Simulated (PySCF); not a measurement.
## thiophene: removing and adding an electron

Molecule: thiophene, `c1ccsc1` (C4H4S). Optimised structure (Å), atoms numbered from 1:
```
C     0.5326   -0.8421    0.0836
C    -0.8509   -0.5031    0.1197
C    -1.0662    0.8383   -0.0609
S     0.4098    1.6905   -0.2762
C     1.3340    0.2504   -0.1234
H     0.9196   -1.8550    0.2056
H    -1.6555   -1.2240    0.2733
H    -2.0160    1.3718   -0.0791
H     2.4205    0.2847   -0.1958
```

Energies: ωB97X-D3(BJ)/ma-def2-TZVP (PySCF, density fitting, integration grid level 2) on PBE0-D3(BJ)/ma-def2-SVP structures. The prefix ma- adds one diffuse s and one diffuse p function on all atoms but H. ωB97X-D3(BJ) is ωB97X-V with D3(BJ) in place of VV10. Zero-point and thermal terms (298.15 K, 1 bar) come from unscaled PBE0-D3(BJ)/ma-def2-SVP harmonic frequencies, with soft modes damped to free rotors in the entropy.

Frontier levels of the parent: HOMO -9.17 eV, LUMO 1.23 eV.

Oxidation to the radical cation:
- Vertical ionisation energy (electronic): 8.98 eV
- Adiabatic ionisation energy (with zero-point energy): 8.77 eV
- Adiabatic, electronic part: 8.81 eV
- Vertical gap at the product's structure: 8.58 eV
- Inner reorganisation energy (four-point): 400 meV
- Relaxation of product / of parent: 173 / 227 meV
- ⟨S²⟩ of the product: 0.772
- Largest spin populations: C5 0.52, C3 0.52, S4 -0.10
- Largest changes of atomic charge: C5 0.20, C3 0.20, S4 0.17, C2 0.09
- Distances that move most (Å): C2–C3 1.371 → 1.423; C1–C5 1.371 → 1.422; C1–C2 1.425 → 1.377; C3–H 1.090 → 1.095

Vertical electron affinity to the radical anion: -1.13 eV. The extra electron is not bound at this structure, the number hangs on the basis, and the ion was not relaxed.

Measured values (NIST Chemistry WebBook, evaluated or the median of agreeing entries): adiabatic ionisation energy 8.86 eV (computed 8.77, difference -0.09).
